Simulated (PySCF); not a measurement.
Highest orbital energy against ionisation energy along the second row

Calculated with PySCF 2.14, no spin-orbit coupling. Each cell gives −ε(HOMO) / ΔSCF in eV; NIST values include spin-orbit coupling, (s) semi-empirical, (t) theoretical.

```csv
species,UHF,LDA,PBE,PBE0,r2SCAN,NIST (lowest levels)
"Li (dyall-acv3z, spin-free X2C)",5.344 / 5.343,3.165 / 5.474,3.227 / 5.590,3.831 / 5.571,3.258 / 5.392,5.392
"Be (dyall-acv3z, spin-free X2C)",8.417 / 8.044,5.599 / 9.028,5.609 / 8.998,6.493 / 8.972,5.746 / 8.793,9.323
"B (dyall-acv3z, spin-free X2C)",8.671 / 8.040,4.110 / 8.645,4.167 / 8.671,5.371 / 8.645,4.579 / 8.766,8.298
"C (dyall-acv3z, spin-free X2C)",11.943 / 10.797,6.124 / 11.690,6.094 / 11.538,7.648 / 11.511,6.571 / 11.670,11.260
"N (dyall-acv3z, spin-free X2C)",15.528 / 13.889,8.399 / 15.004,8.299 / 14.727,10.210 / 14.697,8.892 / 14.809,14.534
"O (dyall-acv3z, spin-free X2C)",14.179 / 12.010,7.437 / 13.993,7.586 / 14.049,9.470 / 13.834,7.904 / 13.705,13.618
"F (dyall-acv3z, spin-free X2C)",18.484 / 15.637,10.352 / 17.946,10.293 / 17.643,12.553 / 17.431,10.771 / 17.528,17.423
"Ne (dyall-acv3z, spin-free X2C)",23.124 / 19.641,13.538 / 22.172,13.333 / 21.644,15.981 / 21.432,13.966 / 21.471,21.565
```

Task: How far is −ε(HOMO) from ΔSCF on average for each method, and why?

Result: UHF 1.54 eV; LDA -5.65 eV; PBE -5.53 eV; PBE0 -3.82 eV; r2SCAN -5.06 eV. Hartree-Fock orbital energies lack relaxation and so exceed the ΔSCF value; semilocal functionals have convex E(N) from self-interaction, so their HOMO lies far too high; exact exchange moves hybrids part of the way back.
